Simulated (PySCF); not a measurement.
**H3NO (hydroxylamine): r2SCAN/STO-6G**

Aim: the vertical ionisation energy of H3NO (hydroxylamine) at r2SCAN/STO-6G, from 2 runs. The job is set up through a Python script.

The calculation is run with PySCF 2.14.0.

8 further runs of the same task are left out: 8 set aside as unsound or not needed.

## (1) The structure to begin with

H3NO has 5 atoms, charge 0, and is taken as a singlet. As SMILES, `NO`. Geometry: relaxed at PBE0-D4/def2-TZVP. This is one conformer, not always the lowest.

Bond lengths: N1–O2 1.422 Å, N1–H3 1.016 Å, N1–H4 1.016 Å, O2–H5 0.960 Å. Angles: N1–O2–H5 102.8°, O2–N1–H3 104.5°, O2–N1–H4 104.5°, H3–N1–H4 106.0°.

## (2) The energy at r2SCAN/STO-6G

File input.py:

```python
from pyscf import gto, dft

mol = gto.M(
    atom='''
N       -0.165120      -0.361290      -0.321170
O        0.364460       0.666040       0.508060
H       -0.162690      -1.190020       0.266770
H       -1.141650      -0.109840      -0.446210
H        1.105010       0.995100      -0.007440
''',
    basis='sto-6g',
    verbose=3,
    max_memory=1860,
    charge=0,
)

mf = dft.RKS(mol, xc='r2scan')
mf.grids.level = 5
mf.conv_tol = 1e-10
mf.kernel()
if not mf.converged:
    mf = mf.newton().run(mf.mo_coeff, mf.mo_occ)

e_final = mf.e_tot
print('E(%s) = %.9f' % ('R2SCAN', e_final))
```

Launch:

```
$ OMP_NUM_THREADS=1 python input.py
```

The program printed:

```text
converged SCF energy = -131.119156000701
E(R2SCAN) = -131.119156001
```

Run time: 3 s. Hardware: 1 thread of Arm Neoverse V1, shared host; peak memory 0.18 GiB.

## (3) The doublet cation at the same level

File calc.py:

```python
from pyscf import gto, dft

molecule = gto.Mole()
molecule.atom = '''
N     -0.312032    -0.682739    -0.606923
O      0.688730     1.258633     0.960094
H     -0.307440    -2.248812     0.504122
H     -2.157406    -0.207568    -0.843215
H      2.088166     1.880466    -0.014060
'''
molecule.verbose = 4
molecule.spin = 1
molecule.max_memory = 1860
molecule.unit = 'bohr'
molecule.basis = 'sto-6g'
molecule.charge = 1
molecule.build()

myscf = dft.UKS(molecule)
myscf.xc = 'r2scan'
myscf.conv_tol = 1e-10
myscf.grids.level = 5
myscf.kernel()
if not myscf.converged:
    myscf = myscf.newton().run(myscf.mo_coeff, myscf.mo_occ)

e_tot = myscf.e_tot
print(f'total energy: {e_tot:.8f} hartree')
```

Launch:

```
$ OMP_NUM_THREADS=1 python calc.py
```

The program printed:

```text
PySCF version 2.14.0

[INPUT] num. atoms = 5
[INPUT] num. electrons = 17
[INPUT] charge = 1
[INPUT] spin (= nelec alpha-beta = 2S) = 1
[INPUT] symmetry False subgroup None
[INPUT] Mole.unit = bohr
[INPUT] Symbol           X                Y                Z      unit          X                Y                Z       unit  Magmom
[INPUT]  1 N     -0.165120223478  -0.361289919806  -0.321169820383 AA   -0.312032000000  -0.682739000000  -0.606923000000 Bohr   0.0
[INPUT]  2 O      0.364460220477   0.666039900512   0.508059865141 AA    0.688730000000   1.258633000000   0.960094000000 Bohr   0.0
[INPUT]  3 H     -0.162690241725  -1.190020062043   0.266769873923 AA   -0.307440000000  -2.248812000000   0.504122000000 Bohr   0.0
[INPUT]  4 H     -1.141650089902  -0.109840255316  -0.446210161906 AA   -2.157406000000  -0.207568000000  -0.843215000000 Bohr   0.0
[INPUT]  5 H      1.105009859818   0.995099753110  -0.007440231586 AA    2.088166000000   1.880466000000  -0.014060000000 Bohr   0.0

nuclear repulsion = 39.5936705320392
number of shells = 9
number of NR pGTOs = 78
number of NR cGTOs = 13
basis = sto-6g
ecp = {}

******** <class 'pyscf.dft.uks.UKS'> ********
method = UKS
initial guess = minao
damping factor = 0
level_shift factor = 0
DIIS = <class 'pyscf.scf.diis.CDIIS'>
diis_start_cycle = 1
diis_space = 8
diis_damp = 0
SCF conv_tol = 1e-10
SCF conv_tol_grad = None
SCF max_cycles = 50
direct_scf = True
direct_scf_tol = 1e-13
number electrons alpha = 9  beta = 8
XC library pyscf.dft.libxc version 7.0.0
    S. Lehtola, C. Steigemann, M. J.T. Oliveira, and M. A.L. Marques.,  SoftwareX 7, 1–5 (2018)
XC functionals = r2scan
    J. W. Furness, A. D. Kaplan, J. Ning, J. P. Perdew, and J. Sun.,  J. Phys. Chem. Lett. 11, 8208-8215 (2020)
    J. W. Furness, A. D. Kaplan, J. Ning, J. P. Perdew, and J. Sun.,  J. Phys. Chem. Lett. 11, 9248-9248 (2020)
    J. W. Furness, A. D. Kaplan, J. Ning, J. P. Perdew, and J. Sun.,  J. Phys. Chem. Lett. 11, 8208-8215 (2020)
    J. W. Furness, A. D. Kaplan, J. Ning, J. P. Perdew, and J. Sun.,  J. Phys. Chem. Lett. 11, 9248-9248 (2020)
radial grids:
    Treutler-Ahlrichs [JCP 102, 346 (1995); DOI:10.1063/1.469408] (M4) radial grids

becke partition: Becke, JCP 88, 2547 (1988); DOI:10.1063/1.454033
pruning grids: <function nwchem_prune>
grids dens level: 5
symmetrized grids: False
atomic radii adjust function: <function treutler_atomic_radii_adjust>
small_rho_cutoff = 0
Set gradient conv threshold to 1e-05
tot grids = 155712
init E= -131.327077620665
[... the frontier-level lines of each cycle are left out ...]


cycle= 1 E= -130.741576631048  delta_E= 0.586  |g|= 0.326  |ddm|= 1.86
cycle= 2 E= -130.277313621801  delta_E= 0.464  |g|= 0.85  |ddm|= 1.78
cycle= 3 E= -130.804435026241  delta_E= -0.527  |g|= 0.125  |ddm|= 1.69
cycle= 4 E= -130.815379106894  delta_E= -0.0109  |g|= 0.0179  |ddm|= 0.154
cycle= 5 E= -130.815696302733  delta_E= -0.000317  |g|= 0.00904  |ddm|= 0.0517
cycle= 6 E= -130.815744847497  delta_E= -4.85e-05  |g|= 0.00278  |ddm|= 0.0102
cycle= 7 E= -130.815750609126  delta_E= -5.76e-06  |g|= 0.000296  |ddm|= 0.0043
cycle= 8 E= -130.815750811934  delta_E= -2.03e-07  |g|= 7.4e-05  |ddm|= 0.00148
cycle= 9 E= -130.815750826685  delta_E= -1.48e-08  |g|= 2.55e-05  |ddm|= 0.000856
cycle= 10 E= -130.815750831586  delta_E= -4.9e-09  |g|= 2.67e-05  |ddm|= 0.000647
cycle= 11 E= -130.81575083773  delta_E= -6.14e-09  |g|= 1.02e-05  |ddm|= 0.00102
cycle= 12 E= -130.815750841364  delta_E= -3.63e-09  |g|= 5.91e-06  |ddm|= 0.00115
cycle= 13 E= -130.815750842103  delta_E= -7.39e-10  |g|= 1.08e-06  |ddm|= 0.000764
cycle= 14 E= -130.815750842105  delta_E= -1.59e-12  |g|= 1.43e-07  |ddm|= 1.42e-05
Extra cycle  E= -130.815750842105  delta_E= -1.42e-13  |g|= 1.61e-07  |ddm|= 1.49e-06
converged SCF energy = -130.815750842105  <S^2> = 0.75332692  2S+1 = 2.0033242
total energy: -130.81575084 hartree
```

Run time: 6.6 s. Hardware: 1 thread of Arm Neoverse V1, shared host; peak memory 0.19 GiB.

## (4) Summary of results

Level: r2SCAN/STO-6G.

```
                                          quantity          value
                        singlet H3NO: total energy  -131.11916 Eh
                       singlet H3NO: dipole moment         0.39 D
                         singlet H3NO: HOMO energy       -2.74 eV
                         singlet H3NO: LUMO energy        6.56 eV
                       singlet H3NO: HOMO–LUMO gap        9.29 eV
                      doublet cation: total energy  -130.81575 Eh
doublet cation: HOMO energy (highest over α and β)      -13.69 eV
 doublet cation: LUMO energy (lowest over α and β)      -13.37 eV
                              doublet cation: ⟨S²⟩          0.753
vertical ionisation energy (to the doublet cation)       8.256 eV
```

In words: The vertical ionisation energy comes to 8.26 eV (190 kcal/mol). −ε(HOMO) before ionisation, 2.74 eV, is 5.52 eV below this ionisation energy. In a minimal basis such a difference can be off by several eV, whatever the method.
